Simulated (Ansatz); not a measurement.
Born–Oppenheimer molecular dynamics of CH6OSi (9 atoms, charge 0, multiplicity 1). It starts at the highest image of a converged band. Of that band: Beside the main top the profile has a ripple of under 15 meV (maxima at images 1, 5), which may be a very shallow well or noise. Neighbouring images differ by up to 2.2 eV, so the band resolves the path poorly. A vibrational analysis at the climbing image gives one clearly imaginary mode, 1259i cm⁻¹: a first-order saddle point.

These are results of RKS PBE-D4/def2-SVP in Ansatz, not measurements.

- ensemble: NVE (velocity Verlet)
- time step: 0.5 fs
- steps asked: 200
- starting velocities drawn for: 100 K
- seed: 7952

First frame:

```xyz
9
Properties=species:S:1:pos:R:3
Si 0.165 0.013 -0.406
O 0.679 0.280 1.444
C -0.042 -0.455 2.435
H -0.134 -1.533 2.172
H 0.489 -0.368 3.405
H -1.066 -0.035 2.535
H 1.358 -0.451 0.632
H -0.069 1.433 -0.892
H -1.249 -0.528 -0.245
```

Question: How far do the bonds stretch over the last three quarters of this one trajectory? (Pairs bonded in most of those frames.)

Answer: 
```
  bond  mean (Å)  spread (Å)  shortest  longest
Si1–H8     1.569       0.019      1.54     1.60
Si1–H9     1.557       0.010      1.54     1.57
 O2–C3     1.440       0.015      1.41     1.47
 O2–H7     0.989       0.030      0.94     1.04
 C3–H4     1.108       0.008      1.09     1.12
 C3–H5     1.112       0.019      1.08     1.15
 C3–H6     1.111       0.013      1.08     1.13
```

Mean temperature of the second half: 379 K. The conserved energy stayed within 0.095 meV per atom of its start (net change 0.077 meV per atom), so the integration is sound. The kinetic energy rose, since the run started high on the potential surface and went downhill. It ends in pieces (CH4O + H2Si), so much of that is their flight and rotation, not heat. A run of 0.1 ps of so small a system gives no equilibrium averages. The orbitals stay closed-shell, which can raise the energy where a bond breaks towards radicals; this wasn't checked here.

Time of the run: 6.3 min on 1 thread of Arm Neoverse V1, with other jobs on the host, peak memory 0.13 GiB.
